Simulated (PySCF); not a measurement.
One ligand Y is varied and pulled off as a radical: Hf(F)3–Y. All species are isolated molecules in the gas phase. One relaxed conformer stands for each flexible species; it need not be the lowest. Multiplicities are imposed; where one is given, others were not computed. Strings in code marks are SMILES.

All values below come from TPSSh-D3(BJ)/def2-TZVP // PBE-D3(BJ)/def2-SVP (PySCF). 

```
species                         charge on the central atom (Mulliken) (e)  mean distance from the central atom to its bonded neighbours (Å)  coordination number
------------------------------  -----------------------------------------  ----------------------------------------------------------------  -------------------
Y = Cl ([Hf(F)3(Cl)])                                          (withheld)                                                        (withheld)           (withheld)
Y = F ([Hf(F)4])                                                     1.70                                                             1.915                    4
Y = OH ([Hf(F)3(OH)])                                                1.69                                                             1.922                    4
Y = NH2 ([Hf(F)3(NH2)])                                              1.62                                                             1.951                    4
free radical OCH3 (`C[O]`)                                              –                                                                 –                    –
free radical N(CH3)2 (`C[N]C`)                                          –                                                                 –                    –
```

Problem. Fill in the missing entries.

Solution. 
- Y = Cl ([Hf(F)3(Cl)]), charge on the central atom (Mulliken) (e): 1.60
- Y = Cl ([Hf(F)3(Cl)]), mean distance from the central atom to its bonded neighbours (Å): 2.022
- Y = Cl ([Hf(F)3(Cl)]), coordination number: 4
